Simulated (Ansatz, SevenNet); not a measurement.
For diamond-structure Ge, the machine-learned potential SevenNet-l3i5 (trained on PBE and PBE+U data) gives:

elastic constant C11: 92.5 GPa
elastic constant C44: 28.7 GPa
polycrystal shear modulus: 26.8 GPa

Task: What does r²SCANh (plane waves, PAW; Ansatz, a first-principles code) give for the same quantities?

Result: 
- elastic constant C11: 133 GPa (rises by 44 %)
- elastic constant C44: 70.5 GPa (goes up by 150 %)
- Voigt–Reuss–Hill shear modulus: 58.1 GPa (grows by 120 %)

For comparison: elastic constant C11 131 GPa (measured, low temperature, zero-point motion not removed; as tabulated in Tanner et al. (2021), arXiv:2110.11888); elastic constant C44 68 GPa (measured, low temperature, zero-point motion not removed; as tabulated in Tanner et al. (2021), arXiv:2110.11888).

Changes are worked out from the printed values.

Unless a cell is named, each level is at its own relaxed cell (SevenNet-l3i5 23.76, r²SCANh 22.64 Å³/atom).

Ansatz's density-functional and Hartree–Fock values are scalar-relativistic unless marked +SOC, with PAW data made under PBE.
